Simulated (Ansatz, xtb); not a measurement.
Two isomers of C2H5O2

We compare X, `O[CH]CO`, a doublet, with Y, `C[C@H]([O])O`, a doublet. Both are isolated molecules in the gas phase, relaxed with PBE0-D3(BJ)/def2-SVP; the shapes shown needn't be the lowest conformers.

X (Å):

```yaml
atoms:
  - { symbol: C, position_ang: [-1.8065, 0.0421, -1.1042] }
  - { symbol: C, position_ang: [-1.1906, 1.1492, -0.3250] }
  - { symbol: O, position_ang: [-1.7091, -1.1883, -0.5563] }
  - { symbol: O, position_ang: [0.0662, 0.7363, 0.1823] }
  - { symbol: H, position_ang: [-0.9523, -1.1393, 0.0516] }
  - { symbol: H, position_ang: [-2.6849, 0.1893, -1.7379] }
  - { symbol: H, position_ang: [-1.7870, 1.4017, 0.5762] }
  - { symbol: H, position_ang: [-1.1290, 2.0716, -0.9320] }
  - { symbol: H, position_ang: [0.6548, 0.6208, -0.5741] }
```

Y (Å):

| atom | x (Å) | y (Å) | z (Å) |
| --- | --- | --- | --- |
| C | -1.5203 | -0.3695 | -1.0279 |
| C | -1.2019 | 0.9224 | -0.2733 |
| O | -1.1715 | 1.9929 | -1.0565 |
| O | -0.0699 | 0.7039 | 0.5090 |
| H | -1.5928 | -1.2013 | -0.3155 |
| H | -2.4615 | -0.2637 | -1.5814 |
| H | -0.7004 | -0.5763 | -1.7297 |
| H | -2.0942 | 1.1424 | 0.3889 |
| H | 0.2998 | 1.5708 | 0.7154 |

Estimate which is lower in electronic energy at CCSD(T)/def2-SVP + ΔMP2/def2-TZVPP, and by roughly how much.

Not settled: CCSD(T)/def2-SVP + ΔMP2/def2-TZVPP gives E(Y) − E(X) = +1.50 kcal/mol, but this leans on the basis-set step: CCSD(T) alone gives −1.49 kcal/mol.

How the difference moves with the method:

```
                             level              geometry  E(Y) − E(X) (kcal/mol)  departure from the last row (kcal/mol)  job, with rough time for the two
                          GFN2-xTB              GFN2-xTB                     −3.86                                   −5.36               optimisation, 0.1 s
                         HF/STO-3G              GFN2-xTB                    −13.92                                  −15.42              single point, 0.33 s
                r2SCAN-D4/def2-SVP              GFN2-xTB                     −0.82                                   −2.32               single point, 4.3 s
              PBE0-D3(BJ)/def2-SVP  PBE0-D3(BJ)/def2-SVP                     −1.13                                   −2.63                optimisation, 58 s
                       HF/def2-SVP  PBE0-D3(BJ)/def2-SVP                     −9.53                                  −11.03           part of the CCSD(T) run
                      MP2/def2-SVP  PBE0-D3(BJ)/def2-SVP                     +3.23                                   +1.73           part of the CCSD(T) run
                  CCSD(T)/def2-SVP  PBE0-D3(BJ)/def2-SVP                     −1.49                                   −2.99                      single point
CCSD(T)/def2-SVP + ΔMP2/def2-TZVPP  PBE0-D3(BJ)/def2-SVP                     +1.50                                                        single point, 36 s
```

As drawn, Y has 1 C–H in place of 1 O–H.

GFN2-xTB, HF/STO-3G, r2SCAN-D4/def2-SVP, PBE0-D3(BJ)/def2-SVP, HF/def2-SVP, CCSD(T)/def2-SVP put the two in the other order. The largest departure from CCSD(T)/def2-SVP + ΔMP2/def2-TZVPP is that of HF/STO-3G, 15.42 kcal/mol. The last row adds to CCSD(T) the change of the MP2 difference between the two basis sets, here +2.99 kcal/mol.

With harmonic frequencies from PBE0-D3(BJ)/def2-SVP (ideal gas, rigid rotor, one conformer each, 298.15 K, 1 atm): on the last row, ΔE + ΔZPE = +0.03, ΔH = +0.09, ΔG = 0.00 kcal/mol.

Open shells are spin-unrestricted. The correlated steps freeze 4 core orbitals. Codes used: Ansatz 0.2.0, xtb 6.7.1; the last row on 2 threads of Arm Neoverse V1 on a shared host.
